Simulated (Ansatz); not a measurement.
Carbon dioxide from Hartree–Fock to CCSD(T)

Bond lengths: O1–C2 1.157 Å, C2–O3 1.157 Å. Angles: O1–C2–O3 180.0°.

Total charge 0; spin multiplicity 1. The structure was optimised at the PBE0-D4/def2-TZVP level. Frozen core, restricted reference, Ansatz. CBS rows extrapolate triple and quadruple zeta.

```json
{"basis": "def2-SVP", "HF (Eh)": "-187.48548", "MP2 corr.": "-0.48095"}
{"basis": "def2-TZVPP", "HF (Eh)": "-187.71704", "MP2 corr.": "-0.59719"}
{"basis": "def2-QZVPP", "HF (Eh)": "-187.72507", "MP2 corr.": "-0.64315"}
{"basis": "cc-pV(D+d)Z", "HF (Eh)": "-187.65164", "MP2 corr.": "-0.48026"}
{"basis": "cc-pV(T+d)Z", "HF (Eh)": "-187.70791", "MP2 corr.": "-0.59982"}
{"basis": "cc-pV(Q+d)Z", "HF (Eh)": "-187.72240", "MP2 corr.": "-0.64528"}
```

Q: Estimate the CCSD correlation energy and the (T) correction in each basis where they were run (hartree).

A: 
| basis | CCSD corr. | (T) |
| --- | --- | --- |
| def2-SVP | -0.47795 | -0.01780 |
| def2-TZVPP | -0.58884 | -0.02782 |
| def2-QZVPP | -0.62896 | -0.03100 |
| CBS(def2) | -0.65868 | -0.03336 |
| cc-pV(D+d)Z | -0.47757 | -0.01777 |
| cc-pV(T+d)Z | -0.59074 | -0.02821 |
| cc-pV(Q+d)Z | -0.63100 | -0.03103 |
| CBS(cc) | -0.65966 | -0.03304 |
